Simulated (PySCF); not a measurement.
# CH₃O radical: fields and orbitals

For CH₃O radical, the scripts below analyse its density (charges, bond critical points, surface potential), measure its response to a uniform field and see where an electron leaves and enters.

Method: levels as typed in each script, gas phase, geometry from GFN2-xTB; program: PySCF 2.14.0.

## Step 1: The system as given

SMILES `C[O]`, 5 atoms, charge 0, spin multiplicity 2.

Bond lengths: C1–O2 1.312 Å, C1–H3 1.116 Å, C1–H4 1.104 Å, C1–H5 1.115 Å. Angles: O2–C1–H3 110.5°, O2–C1–H4 115.1°, O2–C1–H5 110.5°, H3–C1–H4 109.6°, H3–C1–H5 100.4°, H4–C1–H5 109.6°.

Geometry (Å):

```xyz
5

C     0.54346    0.01894    0.00003
O    -0.76804    0.00085    0.00002
H     0.94243   -0.57368   -0.85683
H     0.99826    1.02493   -0.00119
H     0.94287   -0.57169    0.85768
```

## Step 2: Density, bond paths and surface potential (PBE0/def2-svp)

The input, input.py:

```python
import numpy as np
from pyscf import gto, scf, dft
from pyscf.scf import atom_ks, atom_hf
from scipy.linalg import block_diag

def solve(mol, dm0=None, hcore=None):
    mf = (dft.UKS if mol.spin else dft.RKS)(mol, xc='pbe0')
    mf.grids.level = 3
    mf = mf.density_fit(auxbasis='def2-universal-jkfit')
    mf.conv_tol, mf.max_cycle = 1e-8, 80
    if hcore is not None:
        mf.get_hcore = lambda *args: hcore
    mf.kernel(dm0)
    if not mf.converged:
        mf = mf.newton().run(mf.mo_coeff, mf.mo_occ, max_cycle=30)
    assert mf.converged, 'SCF not converged'
    return mf

mol = gto.M(atom='''
C      0.54346     0.01894     0.00003
O     -0.76804     0.00085     0.00002
H      0.94243    -0.57368    -0.85683
H      0.99826     1.02493    -0.00119
H      0.94287    -0.57169     0.85768
''', basis='def2-svp', charge=0, spin=1, verbose=4)
mf = solve(mol)
mf.analyze()
# spherically averaged free atoms, for the promolecule
atm = atom_ks.get_atm_nrks(mol, xc='pbe0')
pro = block_diag(*[(atm[a[0]][2] * atm[a[0]][3]) @ atm[a[0]][2].T for a in mol._atom])
np.savez('result.npz', e=mf.e_tot, c=mf.mo_coeff, occ=mf.mo_occ, eps=mf.mo_energy, pro=pro, dip=mf.dip_moment(verbose=0), s2=mf.spin_square()[0])
```

On the command line:

```
$ OMP_NUM_THREADS=1 python input.py
```

## Step 4: Response to an electric field (M06-2X/6-31+g*)

The input, input.py:

```python
import numpy as np
from pyscf import gto, scf, dft
from pyscf.scf import atom_ks, atom_hf
from scipy.linalg import block_diag

def solve(mol, dm0=None, hcore=None):
    mf = (dft.UKS if mol.spin else dft.RKS)(mol, xc='m062x')
    mf.grids.level = 3
    mf = mf.density_fit(auxbasis='def2-universal-jkfit')
    mf.conv_tol, mf.max_cycle = 1e-8, 80
    if hcore is not None:
        mf.get_hcore = lambda *args: hcore
    mf.kernel(dm0)
    if not mf.converged:
        mf = mf.newton().run(mf.mo_coeff, mf.mo_occ, max_cycle=30)
    assert mf.converged, 'SCF not converged'
    return mf

mol = gto.M(atom='''
C      0.54346     0.01894     0.00003
O     -0.76804     0.00085     0.00002
H      0.94243    -0.57368    -0.85683
H      0.99826     1.02493    -0.00119
H      0.94287    -0.57169     0.85768
''', basis='6-31+g*', charge=0, spin=1, verbose=4)
field = np.array([0.0, 0.0, 0.01])  # atomic units
mol.set_common_orig(mol.atom_charges() @ mol.atom_coords() / mol.atom_charges().sum())
mf = solve(mol)
out = dict(dm0=mf.make_rdm1(), d0=mf.dip_moment(unit='AU'), e0=mf.e_tot)
for name, sign in (('p', 1), ('m', -1)):
    h = mf.get_hcore() + sign * np.einsum('x,xij->ij', field, mol.intor('int1e_r'))
    mi = solve(mol, mf.make_rdm1(), h)
    out.update({'dm' + name: mi.make_rdm1(), 'd' + name: mi.dip_moment(unit='AU'), 'e' + name: mi.e_tot})
# spherically averaged free atoms, for the promolecule
atm = atom_ks.get_atm_nrks(mol, xc='m062x')
pro = block_diag(*[(atm[a[0]][2] * atm[a[0]][3]) @ atm[a[0]][2].T for a in mol._atom])
np.savez('result.npz', pro=pro, **out)
```

## Step 6: Removing and adding an electron (TPSS/aug-cc-pvdz)

The input, input.py:

```python
import numpy as np
from pyscf import gto, scf, dft
from pyscf.scf import atom_ks, atom_hf
from scipy.linalg import block_diag

def solve(mol, dm0=None, hcore=None):
    mf = (dft.UKS if mol.spin else dft.RKS)(mol, xc='tpss')
    mf.grids.level = 3
    mf = mf.density_fit(auxbasis='def2-universal-jkfit')
    mf.conv_tol, mf.max_cycle = 1e-8, 80
    if hcore is not None:
        mf.get_hcore = lambda *args: hcore
    mf.kernel(dm0)
    if not mf.converged:
        mf = mf.newton().run(mf.mo_coeff, mf.mo_occ, max_cycle=30)
    assert mf.converged, 'SCF not converged'
    return mf

mol = gto.M(atom='''
C      0.54346     0.01894     0.00003
O     -0.76804     0.00085     0.00002
H      0.94243    -0.57368    -0.85683
H      0.99826     1.02493    -0.00119
H      0.94287    -0.57169     0.85768
''', basis='aug-cc-pvdz', charge=0, spin=1, verbose=4)
mf = solve(mol)
out = dict(e0=mf.e_tot, dm0=mf.make_rdm1(), c=mf.mo_coeff, occ=mf.mo_occ, eps=mf.mo_energy)
for name, dq, spin in [('cation', 1, 0), ('anion', -1, 0)]:
    ion = mol.copy().set(charge=mol.charge + dq, spin=spin).build()
    mi = solve(ion)
    if spin and dq > 0 and mol.nao < 130:
        c, _, stable, _ = mi.stability(return_status=True)
        if not stable:
            mi = solve(ion, mi.make_rdm1(c, mi.mo_occ))
    print(name, 'vertical energy change / eV', (mi.e_tot - mf.e_tot) * 27.211386)
    out.update({'e_' + name: mi.e_tot, 'dm_' + name: mi.make_rdm1(), 's2_' + name: mi.spin_square()[0], 'eps_' + name: mi.mo_energy, 'occ_' + name: mi.mo_occ})
# spherically averaged free atoms, for the promolecule
atm = atom_ks.get_atm_nrks(mol, xc='tpss')
pro = block_diag(*[(atm[a[0]][2] * atm[a[0]][3]) @ atm[a[0]][2].T for a in mol._atom])
np.savez('result.npz', pro=pro, **out)
```

(Steps that only read results are left out.)

Q: Predict the outcome of this session. Wanted: dipole moment; HOMO, LUMO; polarisability along the field.

**Answer**, as computed:

```
                                       quantity            value
                  dipole moment (PBE0/def2-svp)           2.00 D
                     HOMO, LUMO (PBE0/def2-svp)  -7.37, -3.21 eV
polarisability along the field (M06-2X/6-31+g*)       17.8 bohr³
```

In words: At PBE0/def2-svp: The highest Hirshfeld charge is on H3 and H5 (+0.07 e), the lowest on O2 (−0.12 e). The geometry was not optimised at these levels.
